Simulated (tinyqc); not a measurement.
Inside a calculation. Method: Pariser-Parr-Pople SCF with singles CI, for the molecule C=CC=C (SMILES; centres numbered as the heavy atoms are written). Computed by tinyqc, a small Python program that keeps every step. Settings: charge = 0, gamma = Ohno, start = huckel, damping = 0.5, iteration cap = 87, excitations kept = 6. Command: `OMP_NUM_THREADS=1 python tinyqc.py 30702 30703 out.jsonl` (the two numbers bound the seeds that draw the settings). One thread of a shared host (Intel(R) Xeon(R) Processor @ 2.60GHz), about 0.01 s of CPU time with the checks. Later iterations appear only in the table of the cycle.

## PPP integrals

Centres (angstrom, eV; a flat drawing with bonds scaled to 1.40 angstrom):
```
centre          x          y  core charge z          W   gamma_rr
1C      -1.848000  -0.127000              1  11.160000  11.130000
2C      -0.559000   0.421000              1  11.160000  11.130000
3C       0.559000  -0.421000              1  11.160000  11.130000
4C       1.848000   0.127000              1  11.160000  11.130000
```

Resonance integrals (eV):
```
i  j       beta
1  2  -2.390000
2  3  -2.390000
3  4  -2.390000
```

Ohno: gamma = 14.399645/sqrt(R^2 + a^2), a = 2 x 14.399645/(gamma_rr + gamma_ss); H_rr = -W_r - sum_(s != r) z_s gamma_rs; H_rs = beta for bonds.

repulsion gamma_rs (eV), lower triangle:
```
           1C         2C         3C         4C
1C  11.130000
2C   7.551966  11.130000
3C   5.239207   7.555018  11.130000
4C   3.669516   5.239207   7.551966  11.130000
```

core matrix H (eV), lower triangle:
```
            1C          2C          3C          4C
1C  -27.620688
2C   -2.390000  -31.506191
3C    0.000000   -2.390000  -31.506191
4C    0.000000    0.000000   -2.390000  -27.620688
```

## Starting guess

pi electrons, sum of z_r less the charge = 4

Orbitals of the Hueckel matrix of the beta values.

P at the start, lower triangle:
```
           1C        2C        3C        4C
1C   1.000000
2C   0.894427  1.000000
3C   0.000000  0.447214  1.000000
4C  -0.447214  0.000000  0.894427  1.000000
```

## Iteration 1: Fock matrix

F_rr = H_rr + P_rr gamma_rr / 2 + sum_(s != r) P_ss gamma_rs; F_rs = H_rs - P_rs gamma_rs / 2; E = tr P (H + F) / 2 + core repulsion sum_(r<s) z_r z_s gamma_rs.

F (eV), lower triangle:
```
           1C         2C         3C         4C
1C  -5.595000
2C  -5.767342  -5.595000
3C   0.000000  -4.079353  -5.595000
4C   0.820529   0.000000  -5.767342  -5.595000
```

pi energy = -51.362431 eV

## Iteration 1: orbitals and new P

Diagonalise F (the basis is taken as orthonormal) and form P = 2 sum c c over the lowest orbitals; 0.5 of the old P is kept.

orbital energies (eV): -13.490547  -10.231722  -0.958278  2.300547

P after iteration 1, lower triangle:
```
           1C        2C        3C        4C
1C   1.000000
2C   0.907413  1.000000
3C   0.000000  0.419097  1.000000
4C  -0.419097  0.000000  0.907413  1.000000
```

## Iteration 2: Fock matrix

As before.

F (eV), lower triangle:
```
           1C         2C         3C         4C
1C  -5.595000
2C  -5.816376  -5.595000
3C   0.000000  -3.973144  -5.595000
4C   0.768942   0.000000  -5.816376  -5.595000
```

pi energy = -51.392182 eV

## Iteration 2: orbitals and new P

As before.

orbital energies (eV): -13.478189  -10.273988  -0.916012  2.288189

P after iteration 2, lower triangle:
```
           1C        2C        3C        4C
1C   1.000000
2C   0.916713  1.000000
3C   0.000000  0.398293  1.000000
4C  -0.398293  0.000000  0.916713  1.000000
```

## Iteration 3: Fock matrix

As before.

F (eV), lower triangle:
```
           1C         2C         3C         4C
1C  -5.595000
2C  -5.851494  -5.595000
3C   0.000000  -3.894557  -5.595000
4C   0.730772   0.000000  -5.851494  -5.595000
```

pi energy = -51.414336 eV

## Iteration 3: orbitals and new P

As before.

orbital energies (eV): -13.468824  -10.305039  -0.884961  2.278824

P after iteration 3, lower triangle:
```
           1C        2C        3C        4C
1C   1.000000
2C   0.923357  1.000000
3C   0.000000  0.382927  1.000000
4C  -0.382927  0.000000  0.923357  1.000000
```

## Convergence

Stop when output and input P, before any damping, agree to 1e-7.

Course of the cycle:
```
iteration        E (eV)  largest |P(out) - P(in)|
1          -51.36243100                  5.62e-02
2          -51.39218171                  4.16e-02
3          -51.41433582                  3.07e-02
4          -51.42933276                  2.27e-02
5          -51.43893715                  1.67e-02
6          -51.44486891                  1.23e-02
7          -51.44844001                  9.00e-03
8          -51.45054958                  6.60e-03
9          -51.45177776                  4.84e-03
10         -51.45248459                  3.54e-03
11         -51.45288760                  2.59e-03
...                 ...                       ...
34         -51.45340453                  1.93e-06
35         -51.45340454                  1.41e-06
36         -51.45340454                  1.03e-06
37         -51.45340454                  7.54e-07
38         -51.45340454                  5.51e-07
39         -51.45340454                  4.03e-07
40         -51.45340454                  2.95e-07
41         -51.45340454                  2.15e-07
42         -51.45340454                  1.57e-07
43         -51.45340454                  1.15e-07
44         -51.45340454                  8.41e-08
```

Converged in 44 iterations.

## Converged orbitals

Charges are z - P_rr.

orbital energies (eV): -13.438249  -10.387120  -0.802880  2.248249

coefficients:
```
         MO1        MO2        MO3        MO4
1C  0.406108   0.578858   0.578858  -0.406108
2C  0.578858   0.406108  -0.406108   0.578858
3C  0.578858  -0.406108  -0.406108  -0.578858
4C  0.406108  -0.578858   0.578858   0.406108
```

pi charges: 1C 0.000000, 2C 0.000000, 3C 0.000000, 4C 0.000000

## Singles CI, singlets

Over the 4 single excitations with the smallest orbital gaps: A = (e_a - e_i) delta + 2 (ia|jb) - (ij|ab), with (pq|rs) = sum c_mp c_mq gamma_mn c_nr c_ns. f = 2/3 w |mu|^2 in atomic units, mu = sqrt2 sum c_ia sum_m c_mi c_ma R_m.

singlet CI matrix (eV), lower triangle:
```
          2>3        1>3       2>4       1>4
2>3  5.134085
1>3  0.000000   7.113164
2>4  0.000000  -0.015848  7.113164
1>4  0.581844   0.000000  0.000000  9.252956
```

singlet excitation energies (eV): 5.053469  7.097316  7.129013  9.333571

oscillator strengths: 1.087108  0.000000  0.000000  0.150224

## Singles CI, triplets

Over the 4 single excitations with the smallest orbital gaps: A = (e_a - e_i) delta - (ij|ab), with (pq|rs) = sum c_mp c_mq gamma_mn c_nr c_ns.

triplet CI matrix (eV), lower triangle:
```
          2>3       1>3       2>4       1>4
2>3  2.417052
1>3  0.000000  5.366401
2>4  0.000000  1.730915  5.366401
1>4  1.730915  0.000000  0.000000  7.858182
```

triplet excitation energies (eV): 1.913096  3.635486  7.097316  8.362139
